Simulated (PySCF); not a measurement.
Gas-phase reaction: NH₃ + 2 SiF₃ + HSiNH₂ → 2 SiF₃NH₂ + SiH₂

Method: PySCF energies plus ideal-gas RRHO corrections (1 bar). † marks an energy on the PBE0/def2-TZVP geometry and frequencies; other levels use their own. CCSD(T) freezes the core. 6-31G* has spherical d functions here. Open shells (unrestricted): SiF₃ (multiplicity 2); the rest are closed-shell singlets. B3LYP is the form with VWN-RPA correlation. HSiNH₂, SiF₃NH₂: computed as isolated molecules; such fragments, hydroxides, amides, oligomers or adducts are transient or little studied in the gas. CCSD(T) isn't extrapolated to the basis-set limit.

| level | ΔH°(298 K), kJ |
|---|---|
| B3LYP/6-31G* | -408 |
| BLYP/def2-TZVP† | … |
| CCSD(T)/def2-SVP† | -422 |
| PBE/def2-TZVP† | … |
| PBE0/def2-QZVP† | … |
| ωB97M-V/def2-TZVP† | -442 |

Task: Fill in the missing entries.

Result: 
- BLYP/def2-TZVP†, ΔH°(298 K), kJ: -359
- PBE/def2-TZVP†, ΔH°(298 K), kJ: -365
- PBE0/def2-QZVP†, ΔH°(298 K), kJ: -391
